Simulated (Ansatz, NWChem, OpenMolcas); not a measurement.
How methods differ on C2H6Si (SMILES C[Si]C)

C2H6Si has 9 atoms, charge 0, and is taken as a singlet. SMILES: `C[Si]C`. Geometry: relaxed at PBE0-D4/def2-TZVP.

Quantity: the electronic atomisation energy, in eV. The values are calculated. Electronic energies at fixed atoms, without zero-point motion or spin-orbit coupling.

```
             level                    kind     program  value (eV)  CPU time (all runs)
      HF/6-311+G**            Hartree–Fock      NWChem       24.74                 22 s
   SVWN5/6-311+G**                     LDA      NWChem       36.93                 18 s
     PBE/6-311+G**                     GGA      Ansatz       33.10                7.5 s
   M06-L/6-311+G**                meta-GGA  OpenMolcas       32.82              1.9 min
 r2SCAN0/6-311+G**         hybrid meta-GGA      Ansatz       32.57                 15 s
   HSE06/6-311+G**  range-separated hybrid      Ansatz       32.83                9.8 s
 wB97M-V/6-311+G**  range-separated hybrid      Ansatz       32.99                 74 s
RPA@PBE0/6-311+G**                     RPA      Ansatz       30.68                 14 s
     MP2/6-311+G**     perturbation theory      NWChem       31.32                 41 s
```

Correlated wave functions underbind in double-zeta sets. The values span 24.74 to 36.93 eV. CPU times are rough (shared hosts, several kinds of processor and program).
